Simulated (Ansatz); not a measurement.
**Antimony, A7 rhombohedral: convergence with the k-point mesh**

Computed with Ansatz, PBE, scalar-relativistic PAW, on the relaxed cell (a = 4.376 Å, c = 11.530 Å (c/a = 2.635); spin not included). Errors count from a run at 420 eV on a Γ-centred 14×14×14 mesh with Fermi-Dirac smearing of 0.1 eV, extrapolated to zero width. Fixed here: cutoff 420 eV, Fermi-Dirac width 0.1 eV. The SCF starts from atomic densities corrected by a trained network.

```tsv
k-mesh	E(σ→0) error (meV/atom)	P (GPa)	SCF iterations
2×2×2	884.7	6.31	8
2×2×2	884.7	6.31	8
3×3×3	-61.7	0.44	6
4×4×4	-26.5	-0.03	7
5×5×5	-19.6	-0.13	6
7×7×7	-10.2	-0.03	6
9×9×9	-3.9	0.01	7
13×13×13	-0.4	0.01	7
```

Within 5 meV/atom of the last row: from 9×9×9 on.
